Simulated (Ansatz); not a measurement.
**GeH, sextet: reading a ladder of total energies**

Geometry: that of the GeH, quartet, kept fixed. The quartet lies 10.0 eV lower here.

```yaml
atoms:
  - { symbol: Ge, position_ang: [0.0000, 0.0000, 0.0000] }
  - { symbol: H, position_ang: [0.0000, 0.0000, 1.5719] }
```

Basis cc-pVTZ; Ansatz 0.2.0. Correlated methods freeze the noble-gas cores and the filled d shells of p-block atoms, which leaves 5 electrons in 43 orbitals. R marks a restricted (for open shells ROHF) determinant. No spin–orbit coupling is included, and no scalar relativity.

Full CI is exact within this basis and frozen core; it isn't the basis-set limit.

Runs differ by some tens of microhartree through their thresholds and, for an open shell, their frozen cores, so steps under 0.03 kcal/mol mean nothing.

```tsv
level	total energy (hartree)
RHF	-2075.568966
RMP2	-2075.591225
RCCSD	-2075.598702
RCCSD(T)	-2075.599145
RCCSDT	-2075.599277
RCCSDT(Q)	-2075.599281
full CI	-2075.599242
```

What is the correlation energy at full CI, and what share of it do RMP2 and RCCSD(T) recover?

E(corr) = -2075.599242 − (-2075.568966) = -0.030276 hartree = -0.824 eV. RMP2: -0.022259 / -0.030276 = 73.52 %. RCCSD(T): -0.030179 / -0.030276 = 99.68 %.

By how many kcal/mol does RCCSD(T) miss full CI (1 hartree = 627.509 kcal/mol), and which steps make up the rest?

-2075.599145 − (-2075.599242) = 0.000097 hartree = 0.06 kcal/mol. Steps: RCCSDT − RCCSD(T) = -0.08, RCCSDT(Q) − RCCSDT = 0.00, full CI − RCCSDT(Q) = 0.02 kcal/mol. That is within 1 kcal/mol of the reference in this basis, which itself misses far more of the correlation at the basis-set limit.
